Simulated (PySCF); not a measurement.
# Relaxation of triplet HO(OH)

All numbers come from UPBE0/[O def2-TZVP, H def2-TZVP], no relativity, density fitting, PySCF. A (50,194) grid was used.

A hand-made linear (heavy-atom frame) start, of Cs symmetry, held to at least that symmetry:

```xyz
4
charge 0 multiplicity 3, angstrom
O    -0.0218    0.0000    0.6201
H    -0.0218    0.0000    1.5701
O    -0.0218    0.0000   -0.6399
H     0.7136    0.0000   -1.2570
```

Q: What forces act on the atoms at the start (eV/Å)?

A: 
| atom | Fx | Fy | Fz |
| --- | --- | --- | --- |
| O1 | 0.71 | 0.00 | 5.75 |
| H2 | 0.01 | 0.00 | 6.97 |
| O3 | -3.40 | 0.00 | -11.71 |
| H4 | 2.68 | 0.00 | -1.01 |

Q: What does it relax to?

A: It ends at Cs with O–H 0.974 Å, O–H 0.979 Å (after a last refinement on a finer grid). The molecule has come apart into OH + OH. A frequency run shows a minimum.

Q: How much energy is released, and in how many steps?

A: 435.4 kJ/mol in 31 steps.
